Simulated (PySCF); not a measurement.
Compound: CHF3S.
SMILES: `FC(F)(F)S`

Torsions of this conformer, `[F:1][C:2]([F:3])([F:4])[SH:5]`: H–S5–C2–F1 -60°.

The closed-shell ground state was solved at several levels (PySCF, density fitting, gas phase, non-relativistic). Geometry: PBE0-D3(BJ)/def2-TZVP; no solvent, vibrations or thermal averaging.

```json
{"level": "PBE0/pcSseg-2", "basis functions": "201", "total energy (Eh)": "-736.1311", "HOMO (eV)": "-8.28", "LUMO (eV)": "-0.51", "gap (eV)": "7.77", "dipole (D)": "1.50"}
{"level": "wB97X-D/pcSseg-2", "basis functions": "201", "total energy (Eh)": "-736.4979", "HOMO (eV)": "-10.19", "LUMO (eV)": "1.32", "gap (eV)": "11.51", "dipole (D)": "1.51"}
{"level": "B97-2/pcSseg-2", "basis functions": "201", "total energy (Eh)": "-736.5179", "HOMO (eV)": "-8.02", "LUMO (eV)": "-0.56", "gap (eV)": "7.46", "dipole (D)": "1.48"}
```

Q: Estimate the row for KT3/pcSseg-2, a basis of 201 functions; the other rows only guide the guess.

A: Total energy -743.5172 Eh, HOMO -7.02 eV, LUMO -1.53 eV, gap 5.49 eV, dipole 1.39 D.

Q: Over all these levels, which gives the widest orbital gap and which the narrowest?

A: wB97X-D/pcSseg-2 (range-separated hybrid) has the widest, 11.51 eV, and KT3/pcSseg-2 (GGA) the narrowest, 5.49 eV. From the narrowest to the widest the HOMO moves by -3.17 eV and the LUMO by +2.85 eV.

Q: In the pcSseg-2 basis, how does the gap go with the fixed share of exact exchange?

A: KT3 (0 %) 5.49 eV; B97-2 (21 %) 7.46 eV; PBE0 (25 %) 7.77 eV. Each rise in the share widens the gap here.

Q: How far do the dipole and the HOMO energy spread over the levels?

A: The dipole runs from 1.39 to 1.51 D (mean 1.47 D) and the HOMO from -10.19 to -7.02 eV.

The pairwise dispersion term of wB97X-D wasn't added to the energies; at a given geometry it leaves orbitals and properties as they are.
